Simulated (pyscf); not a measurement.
Thermochemistry of product channels of `[OH][Ga]([F])[F]` + `[NH3]` on the singlet surface, in kcal/mol, from CCSD(T)/def2-TZVPP + ΔMP2(QZVPP) energies (ideal gas, 1 atm, RRHO with modes under 100 cm⁻¹ raised to 100, one conformer, R ln 2 for chiral ones without a mode under 150 cm⁻¹). Structures and frequencies: ωB97X-D3(BJ)/def2-SVP in PySCF. Correlated levels are frozen-core, on RHF or UHF. ΔMP2 is the change of the MP2 total energy from the triple- to the quadruple-zeta basis.

```
products                         ΔE  ΔH(298 K)  ΔG(298 K)  ΔG(1200 K)
-----------------------------  ----  ---------  ---------  ----------
`[OH2]` + `[NH2][Ga]([F])[F]`  +1.7       +1.2       +1.1        -0.3
`[NH2][Ga]([OH])[F]` + `[FH]`  +6.8       +5.9       +5.8        +3.2
```

These are energies of the channels, which say nothing of barriers. The CCSD(T) − MP2 part came from Ansatz, without density fitting, on the same reference. The frozen core leaves the outer d or s,p core shells of the metals and heavy elements correlated in the MP2 and CC values, and def2-TZVPP describes them poorly, which can shift differences by a few kcal/mol. Elements up to Kr have no core potential and no relativistic terms here.
